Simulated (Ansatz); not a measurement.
# CH2BO+ (SMILES [CH2+]B=O): functionals against CCSD(T) at one geometry

The task here is to estimate one member of a computed series from the others.

Method: single points in def2-TZVPP; program: Ansatz 0.2.0, Gaussian basis.

Cores are frozen in the correlated methods.

## The starting structure

SMILES `[CH2+]B=O`, 5 atoms, charge 1, spin multiplicity 1.

Atoms are counted from 1 here; the program's logs count them from 0.

Bond lengths: C1–B2 1.534 Å, C1–H4 1.162 Å, C1–H5 1.080 Å, B2–O3 1.078 Å. Angles: B2–C1–H4 117.0°, B2–C1–H5 135.0°, H4–C1–H5 102.7°, C1–B2–O3 159.2°.

Coordinates:

| atom | x (Å) | y (Å) | z (Å) |
| --- | --- | --- | --- |
| C1 | -0.4596 | 0.3695 | -0.1319 |
| B2 | 0.6725 | -0.6197 | 0.1748 |
| O3 | 1.3215 | -1.2615 | 0.7477 |
| H4 | -0.8245 | 0.4280 | -1.2339 |
| H5 | -0.7745 | 1.3205 | 0.2728 |

The first run:

run/in.yaml

```yaml
crystal:
  periodic: [false, false, false]
  atoms:
    - {symbol: C, position_ang: [-0.459600, 0.369500, -0.131900]}
    - {symbol: B, position_ang: [0.672500, -0.619700, 0.174800]}
    - {symbol: O, position_ang: [1.321500, -1.261500, 0.747700]}
    - {symbol: H, position_ang: [-0.824500, 0.428000, -1.233900]}
    - {symbol: H, position_ang: [-0.774500, 1.320500, 0.272800]}
basis:
  gaussian: {orbitals: def2-TZVPP}
total_charge: 1
correlation: {method: ccsd_t}
output: {forces: true}
```

No record of the launch command was kept for these runs.

Steps of the session up to this table: CCSD(T)/def2-TZVPP; PBE0-D4/def2-TZVPP; wB97M-V/def2-TZVPP; r2SCAN-D4/def2-TZVPP; PBE-D4/def2-TZVPP; SPW92/def2-TZVPP; BHLYP-D4/def2-TZVPP.

One of the session's tables, all rows but one given; the rest of the session is left out.

| method | RMS force component (eV/Å) | angle to CCSD(T) forces (°) |
| --- | --- | --- |
| CCSD(T) | 6.479 | reference |
| PBE0-D4 | 6.122 | 1.4 |
| wB97M-V | 5.977 | 1.0 |
| r2SCAN-D4 | 6.421 | 1.8 |
| PBE-D4 | ? | ? |
| SPW92 | 6.486 | 4.2 |
| BHLYP-D4 | 5.525 | 3.6 |

Q: Estimate the row for PBE-D4 from the others.

The run gave: RMS force component (eV/Å): 6.735; angle to CCSD(T) forces (°): 2.7. In the column «RMS force component (eV/Å)» it is the highest.
